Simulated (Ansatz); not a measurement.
What a trial cell of Ta3N relaxes into

Theory: DFT PBE, scalar-relativistic, plane waves, PAW (Ansatz). Cutoff 420 eV, Γ-centred k mesh, Gaussian smearing, no spin polarisation in the final step.

Ta3N was placed on the Ni3Sn (D0_19) structure type (P6_3/mmc, No. 194), with N in place of Sn, Ta in place of Ni, at a guessed volume.

```xyz
8
Lattice="5.5805 0.0000 0.0000 -2.7902 4.8328 0.0000 0.0000 0.0000 4.4792" Properties=species:S:1:pos:R:3 pbc="T T T"
Ta    2.7902    3.2187    1.1198
Ta   -1.3923    4.0257    3.3594
Ta    1.3979    0.8071    1.1198
Ta    0.0000    1.6142    3.3594
Ta    4.1826    0.8071    1.1198
Ta    1.3923    4.0257    3.3594
N     0.0000    3.2219    1.1198
N     2.7902    1.6109    3.3594
```

Cell and atoms relax at zero pressure; the relaxation can't lower the symmetry of the start. After a coarse first stage the cell is made exact in the group found at 0.06 Å.

The zero of energy is the elements' standard structures at the same level (N₂ as a molecule); no fitted shifts are applied.

Task: Describe the relaxed structure.

Result: It keeps P6_3/mmc (No. 194). The result has the Ni3Sn (D0_19) structure. Conventional cell: a = 5.470 Å, c = 4.792 Å. Ta is coordinated by 8 Ta at 2.72–2.87 Å and 4 N at 2.73–2.87 Å; N is coordinated by 12 Ta at 2.73–2.87 Å.

```cif
data_structure
_symmetry_space_group_name_H-M 'P6_3/mmc'
_symmetry_Int_Tables_number 194
_cell_length_a 5.4699
_cell_length_b 5.4699
_cell_length_c 4.7919
_cell_angle_alpha 90.000
_cell_angle_beta 90.000
_cell_angle_gamma 120.000
_cell_volume 124.16
loop_
_atom_site_label
_atom_site_type_symbol
_atom_site_symmetry_multiplicity
_atom_site_Wyckoff_symbol
_atom_site_fract_x
_atom_site_fract_y
_atom_site_fract_z
_atom_site_occupancy
Ta1 Ta 6 h 0.83402 0.66804 0.25000 1
N1 N 2 c 0.33333 0.66667 0.25000 1
```

Task: What are its volume, energy, density and gap?

Result: The volume per atom is 15.52 Å³. The density is 14.89 g/cm³, the energy over the elements is 0.97 eV/atom and the gap on the 12×12×8 mesh is 0 eV (a metal).

The final run used a 12×12×8 mesh on its 8-atom cell and 0.10 eV smearing. The k mesh leaves about 4 meV/atom of noise in metals. Spin–orbit coupling is left out. Symmetry constrained the relaxation, so the result can be a saddle point. The steps took of the order of 110 core-seconds in all.

Cost: 3 runs of about 1.8 core-minutes in all, on Intel Xeon 6975P-C (Granite Rapids) (shared hosts).